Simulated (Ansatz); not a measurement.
## BiSBr (Pnma, No. 62)

The numbers are results of G0W0@PBEsol (Ansatz, a program for electronic structure, plane waves, hard PAW, contour deformation, complete-basis limit), not measurements.

Run with largest k mesh 4×6×2 (not extrapolated in the mesh).

Cell (measured lattice):

```yaml
crystal:
  lattice:
    - [8.02000, 0.00000, 0.00000]
    - [0.00000, 4.01000, 0.00000]
    - [0.00000, 0.00000, 9.70000]
  atoms:
    - { symbol: Bi, position: [0.13800, 0.25000, 0.86500] }
    - { symbol: Bi, position: [0.86200, 0.75000, 0.13500] }
    - { symbol: Bi, position: [0.63800, 0.25000, 0.63500] }
    - { symbol: Bi, position: [0.36200, 0.75000, 0.36500] }
    - { symbol: S, position: [0.80000, 0.25000, 0.96000] }
    - { symbol: S, position: [0.20000, 0.75000, 0.04000] }
    - { symbol: S, position: [0.30000, 0.25000, 0.54000] }
    - { symbol: S, position: [0.70000, 0.75000, 0.46000] }
    - { symbol: Br, position: [0.48000, 0.25000, 0.18000] }
    - { symbol: Br, position: [0.52000, 0.75000, 0.82000] }
    - { symbol: Br, position: [0.98000, 0.25000, 0.32000] }
    - { symbol: Br, position: [0.02000, 0.75000, 0.68000] }
```

```json
{
 "band_gap": "1.76 eV"
}
```

Measured, for comparison: band gap 1.95 eV (temperature not stated, no zero-point or thermal correction, literature value quoted in the introduction; as tabulated in Shi et al. (2016), doi:10.1103/physrevb.93.104108).

Note: filled d or f shells below the valence bands can shift G0W0 gaps through exchange with them, which wasn't tested here; cell and atoms aren't relaxed at this level; the gap holds a correction of +0.19 eV to the complete basis, taken at k points off the band edges.

Spin–orbit coupling is not included; with these elements it can move the gap by several tenths of an eV or more.

Static lattice: no zero-point or thermal effects.
